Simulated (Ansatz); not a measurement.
Basis sets over 7 cases of the lowest harmonic wavenumber at HF with Ansatz (elements up to F), each against its own reference: (a) the value in aug-cc-pVQZ; (b) the value in aug-pcseg-2; (c) the value in def2-QZVPP; (d) the value in def2-QZVPPD (pcseg sets are built for DFT). By their distance from other large sets or by the extrapolation step the references are unsure by up to roughly 10 cm⁻¹ and lie short of the limit. Each level at its own minimum, unscaled; unrestricted open shells; no added dispersion term; no relativity. Cartesian d functions in some cases of 6-31G*, 6-31G**. 

Cases are drawn at random; left out are references unsure by over 17 cm⁻¹, runs with very soft modes, doubtful singlets, and cases whose largest runs show a restricted determinant unstable towards unrestricted orbitals, <S^2> over 0.1 too high or, where CCSD(T) ran, T1 over 0.025 (0.045 for open shells). Sets are drawn from those converged to one state in every case.

Cases (SMILES) and reference values:
- N=[B] (B-NH), doublet: 562 cm⁻¹ (d)
- O[O] (O-OH), doublet: 1266 cm⁻¹ (d)
- O (H2O): 1747 cm⁻¹ (a)
- C#C (C2H2): 822 cm⁻¹ (b)
- [B](F)F, doublet: 566 cm⁻¹ (c)
- [N+](#N)[O-]: 716 cm⁻¹ (c)
- [NH+]#[C-] (C-NH): 542 cm⁻¹ (d)

```csv
basis,"functions over def2-SVP (largest species, mean of cases)",mean signed deviation (cm⁻¹),mean absolute,largest,within 50 cm⁻¹
6-31G,0.6,-59,144,369,1 of 7
def2-SV(P),0.9,24,34,92,5 of 7
6-31G*,1.0,3,26,79,6 of 7
def2-SVP,1.0,20,29,79,5 of 7
6-31G**,1.1,-8,16,27,7 of 7
aug-pcseg-1,1.7,-32,32,105,6 of 7
"6-311++G(2d,2p)",1.9,-15,19,59,6 of 7
def2-TZVP,2.0,-7,7,25,7 of 7
def2-TZVPPD,2.8,-3,3,8,7 of 7
aug-cc-pVTZ,3.5,-5,5,12,7 of 7
```

Among the sets for which every case ran a larger relative (same family, alike in diffuse functions, listed or not), the smallest listed that holds all cases within 50 cm⁻¹ together with them is 6-31G**, at 1.1 times the functions of def2-SVP. Inside, though some case ran no larger relative to test it: def2-TZVPPD, aug-cc-pVTZ. Largest deviations of relatives not listed, over the cases that ran them: 6-311G** 22, def2-TZVPP 10, def2-QZVPPD 0, def2-QZVP 2, def2-QZVPP 2, aug-cc-pVQZ 0 cm⁻¹. A case lies within its reference's uncertainty of the window's edge in aug-pcseg-1. These figures hold for the cases listed.

Ansatz is an electronic-structure program.
